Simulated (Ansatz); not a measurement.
FO$_{2}$, SMILES `[O]OF` radical, relaxed with UKS PBE-D4/def2-SVP in Ansatz from a rough embedded geometry. The force threshold is 0.03 eV/Å; the program also tests the step.

Total charge 0; spin multiplicity 2.

Start:

```xyz
3

O    -0.910   -0.532   -0.344
O     0.196   -0.468    0.100
F     0.714    1.000    0.244
```

```csv
step,energy (eV),largest force (eV/Å),largest move (Å)
1,-6793.3744,1.106,0.000
2,-6793.3980,0.426,0.014
3,-6793.4089,0.199,0.021
4,-6793.4098,0.046,0.007
5,-6793.4098,0.001,0.001
```

End:

```xyz
3

O    -0.922   -0.540   -0.349
O     0.189   -0.496    0.099
F     0.733    1.036    0.250
```

Hardware: 4 threads of an Arm Neoverse N1 on a shared host. Wall time 2.5 s, peak host memory 0.1 GiB.
